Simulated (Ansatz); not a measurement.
# AlH6N: the cost of one run

Program: Ansatz 0.2.0. Level of theory: RKS PBE-D4/def2-mTZVP. These are calculated values, not measurements.

**1. The structure to begin with**

Bond lengths: Al1–H3 1.560 Å, Al1–H4 1.560 Å, Al1–N5 2.220 Å, N5–H6 1.060 Å, N5–H7 1.060 Å. Angles: H3–Al1–H4 120.0°, H3–Al1–N5 97.0°, H4–Al1–N5 101.2°, Al1–N5–H6 120.0°, Al1–N5–H7 120.0°, H6–N5–H7 120.0°.

As a file:

```xyz
8

Al    0.0000    0.0000    0.0000
H     0.0000    0.0000    1.9100
H     1.3510    0.0000   -0.7800
H    -1.3510    0.0000   -0.7800
N     0.0928   -2.1047    0.7000
H    -0.4256   -2.8627    0.1705
H     0.6555   -2.3517    1.5637
H     0.0453   -1.0270    1.8385
```

**2. A restrained relaxation towards end A**

Springs on the bonds that form and break draw the guess towards this end; the thresholds are loose.

Contents of input.yaml:

```yaml
crystal:
  periodic: [false, false, false]
  atoms:
    - { symbol: Al, position_ang: [0.0, 0.0, 0.0] }
    - { symbol: H, position_ang: [0.0, 0.0, 1.91] }
    - { symbol: H, position_ang: [1.351, 0.0, -0.78] }
    - { symbol: H, position_ang: [-1.351, 0.0, -0.78] }
    - { symbol: "N", position_ang: [0.0928, -2.1047, 0.7] }
    - { symbol: H, position_ang: [-0.4256, -2.8627, 0.1705] }
    - { symbol: H, position_ang: [0.6555, -2.3517, 1.5637] }
    - { symbol: H, position_ang: [0.0453, -1.027, 1.8385] }
basis:
  gaussian: { orbitals: def2-mTZVP }
hamiltonian:
  xc: pbe
  dispersion: d4
relax:
  f_tol: 0.15
  max_steps: 25
  restrain:
    - { distance: [0, 4], at: 3.12, k: 30.0 }
    - { distance: [7, 1], at: 1.86, k: 30.0 }
    - { distance: [0, 1], at: 1.56, k: 30.0 }
    - { distance: [7, 4], at: 1.06, k: 30.0 }
```

On the command line:

```bash
$ ansatz run input.yaml --threads 1 --pin off --max-ram 2048MiB --backend cpu --events-out ev --progress --plain --runs-dir out
```

**Question.** How long does this run take on 1 thread of Intel Xeon Platinum 8259CL at 2.50GHz (Skylake/Cascade Lake), shared host, and how much memory does it need?

About 16 s, with a peak of 0.12 GiB.
